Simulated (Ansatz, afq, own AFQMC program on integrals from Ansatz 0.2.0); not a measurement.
## GeH₄F, doublet in cc-pVTZ, levels against AFQMC with the constraint released

```xyz
6

Ge   -0.5541    0.0000    0.0000
H    -1.0656    1.4466    0.0000
H    -1.0656   -0.7233    1.2528
H    -1.0656   -0.7233   -1.2528
H     1.1779    0.0000    0.0000
F     2.2259    0.0000    0.0000
```

Connectivity, by distances: GeH3 ··· F, 1 bridging H.

Basis cc-pVTZ. Noble-gas cores (and the filled d shells of Ga–Kr and In–Xe) are frozen. Integrals, coupled cluster, full CI and functionals: Ansatz 0.2.0; the random walks run on the same integrals in our own AFQMC program. ph-AFQMC/CISD is guided by a CISD state made of CCSD amplitudes; releasing the constraint for a short imaginary time cuts its bias at the price of noise, slowly where states lie close. ± is one standard error of the sampling. No spin–orbit coupling.

Determinant: UHF, the one that the program's search chose, which needn't be the lowest solution. The geometry is a point of a scan.

No full CI on the walks' own integrals is used here. The released AFQMC energy serves as the reference, which it does only where one determinant dominates, the energy is flat over the last release times and near the phaseless one (40 meV or 2 meV an electron, half that with transition metals). On small molecules, where full CI could be run and the noise was under 10 meV, such values lay within 10 meV of it in 19 cases of 20, a flattering rate, since the rule was set on those same cases; what remains of the bias isn't in the error bar.

Cautions: no relativity below Rb; no spin-orbit coupling; inner d shell frozen; the released value is read at 1.50 1/Eh (meV from the phaseless value at times in 1/Eh: 1 ± 6 at 0.24, 1 ± 9 at 0.51, 0 ± 9 at 0.99, 12 ± 10 at 1.50).

* T1 diagnostic: 0.0136
* weight of the determinant in the CISD state: 0.876
* ⟨S²⟩ of the determinant: 0.765
* size of the correlated space: 15 electrons in 114 orbitals

Reference: AFQMC with the constraint released, correlation energy -11.847 ± 0.010 eV.

```csv
level,E − E(reference) (kJ/mol),share of correlation (%)
HF,1143.1 ± 0.9,0.00
MP2,100.5 ± 0.9,91.21
CCSD,32.2 ± 0.9,97.19
CCSD(T),1.7 ± 0.9,99.85
ph-AFQMC/CISD,-1.1 ± 1.0,100.10
```

A walk keeps the symmetry of its determinant, which the program's search chose and which needn't be the lowest solution, so a lower state of the same spin and another symmetry isn't excluded. Released energies are given only where the last usable release times agree within the noise; a slower fall can still hide under it.
